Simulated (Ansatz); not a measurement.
A calculation on 2H MoTe2 returned lattice constant a 3.542 Å, lattice parameter c 14.176 Å, equilibrium volume per atom 25.67 Å³/atom.

For reference: lattice constant a 3.518 Å (measured, 300 K, not corrected to a static lattice; as tabulated in arXiv:1605.07067); lattice parameter c 13.974 Å (measured, 300 K, not corrected to a static lattice; as tabulated in arXiv:1605.07067).

Q: Which level of theory produced these numbers?
(A) PBE-D4 (Ansatz, a quantum-chemistry and plane-wave program)
(B) r²SCAN+rVV10 (Ansatz)
(C) PBE-D3(BJ) (Ansatz)
(D) r²SCAN+SOC (Ansatz)

A: B, r²SCAN+rVV10 (Ansatz)

The others give: PBE-D4 3.501 Å, 13.730 Å, 24.29 Å³/atom; r²SCAN+SOC 3.565 Å, 14.713 Å, 26.99 Å³/atom; PBE-D3(BJ) 3.497 Å, 13.695 Å, 24.17 Å³/atom.

Unless a cell is named, each level is at its own relaxed cell (PBE-D3(BJ) 24.17, PBE-D4 24.29, r²SCAN+SOC 26.99, r²SCAN+rVV10 25.67 Å³/atom).

Caveats: a distance lies near a switch of the dispersion term, which can move the cell (PBE-D3(BJ)); for a layered or molecular solid the relaxed cell lies over 5 % above the published volume, where the minimum can be shallow (r²SCAN+SOC); the cell comes from a level without a dispersion term, which matters for the spacing of layers, chains or molecules (r²SCAN+SOC). Ansatz's density-functional and Hartree–Fock values are scalar-relativistic unless marked +SOC, with PAW data made under PBE.
